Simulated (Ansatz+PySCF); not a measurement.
Results of a calculation; reference values are marked as such.
## Ansatz (development build ahead of 0.2.0) run

```yaml
crystal:
  periodic: [false, false, false]
  atoms:
    - { symbol: H, position_ang: [0.00448, 0.02327, -1.61885] }
    - { symbol: C, position_ang: [-0.01463, 0.04602, -0.50688] }
    - { symbol: C, position_ang: [-0.00623, 0.04486, 0.77758] }
basis:
  gaussian: { orbitals: def2-SVP }
total_charge: -1
hamiltonian:
  xc: pbe
scf:
  omitted_lower_state_checks: [stability, starts, atomic_configurations, cluster_reference, orbital_swaps, given_window_search, neighbouring_geometries, increment]
output:
  forces: true
```

The input is written out in the form of the current development build from the run's settings.

The run gave:

- Converged: yes
- Total energy: -76.53287 hartree
- Spin squared of the determinant: 0.000

Forces (eV/Å):
| atom | Fx | Fy | Fz |
| --- | --- | --- | --- |
| H1 | -0.030 | 0.030 | 0.691 |
| C2 | 0.056 | -0.046 | 0.877 |
| C3 | -0.026 | 0.015 | -1.568 |

Caution: no diffuse functions for an anion.
